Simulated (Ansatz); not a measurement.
The inner images of a band of CH$_{5}$AlO (8 atoms, charge 0, multiplicity 1) are given out of order.

Computed with RKS r2SCANh-D4/def2-SVP (Ansatz).

Initial state:

```xyz
8
Properties=species:S:1:pos:R:3
Al -0.052 -0.055 -0.729
H 0.119 0.789 -2.065
O -0.505 -1.695 -0.850
H -0.673 -2.176 -1.662
C 0.230 0.664 1.050
H 1.271 1.000 1.187
H 0.011 -0.076 1.834
H -0.401 1.549 1.235
```

Final state:

```xyz
8
Properties=species:S:1:pos:R:3
Al -0.277 -1.003 0.055
H 0.014 0.397 -2.027
O -0.686 -2.388 -0.646
H -0.189 -0.333 -2.137
C 0.210 0.589 1.040
H 1.236 0.900 0.794
H 0.158 0.414 2.125
H -0.466 1.423 0.797
```

Task: Put them in order from the first end to the last, with their energies above the first end.
A.
```xyz
8
Properties=species:S:1:pos:R:3
Al -0.138 -0.538 -0.323
H -0.066 0.181 -1.898
O -0.491 -1.932 -1.195
H -0.345 -1.096 -1.917
C 0.200 0.635 1.143
H 1.255 0.950 1.083
H -0.005 0.266 2.150
H -0.410 1.535 0.957
```
B.
```xyz
8
Properties=species:S:1:pos:R:3
Al -0.170 -0.693 -0.227
H -0.117 0.100 -1.989
O -0.524 -2.062 -1.040
H -0.304 -0.767 -1.971
C 0.218 0.648 1.104
H 1.272 0.959 1.051
H 0.028 0.271 2.120
H -0.402 1.544 0.952
```
C.
```xyz
8
Properties=species:S:1:pos:R:3
Al -0.091 -0.156 -0.643
H -0.003 0.722 -1.961
O -0.469 -1.803 -0.922
H -0.585 -2.048 -1.844
C 0.224 0.655 1.092
H 1.288 0.940 1.164
H -0.029 0.087 1.997
H -0.337 1.604 1.117
```
D.
```xyz
8
Properties=species:S:1:pos:R:3
Al -0.114 -0.391 -0.437
H -0.042 0.356 -1.853
O -0.476 -1.916 -1.129
H -0.426 -1.446 -1.986
C 0.202 0.634 1.156
H 1.252 0.968 1.093
H 0.009 0.255 2.164
H -0.407 1.540 0.991
```
E.
```xyz
8
Properties=species:S:1:pos:R:3
Al -0.103 -0.275 -0.539
H -0.011 0.554 -1.883
O -0.476 -1.880 -1.014
H -0.517 -1.782 -1.974
C 0.212 0.642 1.134
H 1.264 0.976 1.111
H 0.016 0.197 2.117
H -0.385 1.567 1.047
```
F.
```xyz
8
Properties=species:S:1:pos:R:3
Al -0.209 -0.934 -0.014
H -0.104 0.318 -2.088
O -0.576 -2.319 -0.742
H -0.273 -0.434 -2.113
C 0.224 0.611 1.066
H 1.279 0.903 0.952
H 0.056 0.375 2.128
H -0.398 1.481 0.811
```
G.
```xyz
8
Properties=species:S:1:pos:R:3
Al -0.186 -0.822 -0.119
H -0.127 0.186 -2.066
O -0.540 -2.198 -0.880
H -0.291 -0.589 -2.048
C 0.224 0.640 1.081
H 1.274 0.958 1.002
H 0.057 0.301 2.115
H -0.411 1.523 0.914
```

Result: C (+5.0 kJ/mol), E (+25.4 kJ/mol), D (+71.0 kJ/mol), A (+174.8 kJ/mol), B (+267.0 kJ/mol), G (+255.9 kJ/mol), F (+249.0 kJ/mol).

Run time: 120 s on 2 threads of INTEL(R) XEON(R) PLATINUM 8581C CPU @ 2.10GHz (Emerald Rapids) (shared host), peak memory 0.17 GiB.
